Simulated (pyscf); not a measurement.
Single points on ωB97X-D3(BJ)/def2-SVP structures (PySCF, gas phase).

Q: For H₃C–Ga(OH)–OH + H atom (H•) → •H₂C–Ga(OH)–OH + hydrogen (H₂), a hydrogen abstraction (doublet surface; C–H broken, H–H formed), PBE/def2-TZVP gives ΔE‡ = 8.8 kcal/mol and ΔE = +0.9 kcal/mol (zero: the separated reactants). In which direction and how far do r²SCAN/def2-TZVP, PBE0-D3(BJ)/def2-TZVP, ωB97M-D3(BJ)/def2-TZVP move these?

A: r²SCAN: ΔE‡ = 7.3 kcal/mol, ΔE = -4.0 kcal/mol; PBE0-D3(BJ): ΔE‡ = 11.1 kcal/mol, ΔE = +0.9 kcal/mol; ωB97M-D3(BJ): ΔE‡ = 13.7 kcal/mol, ΔE = -0.1 kcal/mol. PBE's barrier lies among them. Its reaction energy matches one of them and lies within 4.9 kcal/mol of the others. This is the saddle that the search found; another between the same sides may lie lower. The angle at the transferred H is 173°. Elements up to Kr have no core potential and no relativistic terms here.
